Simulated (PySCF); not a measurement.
Gas-phase reaction: AlF₂ = Al + 2 F

Energies from PySCF, thermal terms from the rigid-rotor harmonic-oscillator model, ideal gas at 1 bar. The comparison is the NASA 1993 polynomial table, which mixes measured and estimated data. After a fit of one offset per element over all species, the range-separated, M06-2X, PBE0/def2-QZVP and CCSD(T)/def2-TZVPP enthalpies, where run, lie to one side of the table for AlF₂ (+60 kJ/mol): a fault of the table's entry, another state or a shared error of the levels is possible; this was not checked at source. † marks an energy on the PBE0/def2-TZVP geometry and frequencies; other levels use their own. MP2 and CCSD(T) freeze the core. 6-31G* has spherical d functions here. Open shells (unrestricted): AlF₂ (multiplicity 2), Al (multiplicity 2), F (multiplicity 2). Spin-orbit splitting is ignored; it lowers the true energy and changes the entropy of Al, F. B3LYP is the form with VWN-RPA correlation. For this reaction the table lies outside the span of B3LYP, CCSD(T), M06-2X, MP2, PBE0, r2SCAN, ωB97M-V, ωB97X-V in their largest bases here; which side is off was not settled. MP2 isn't extrapolated to the basis-set limit. CCSD(T) isn't extrapolated to the basis-set limit. The table's entry may be an old estimate for AlF₂ (not checked at source).

```csv
level,"ΔH°(298 K), kJ"
table,1183.0
B3LYP/6-31G*,?
CCSD(T)/def2-SVP†,?
HF/6-31G*,?
MP2/def2-SVP†,1105.7
PBE/def2-TZVP†,1134.9
```

**Question.** What belongs in the gaps?

**Answer.** 
- B3LYP/6-31G*, ΔH°(298 K), kJ: 1079.2
- CCSD(T)/def2-SVP†, ΔH°(298 K), kJ: 1028.7
- HF/6-31G*, ΔH°(298 K), kJ: 817.7
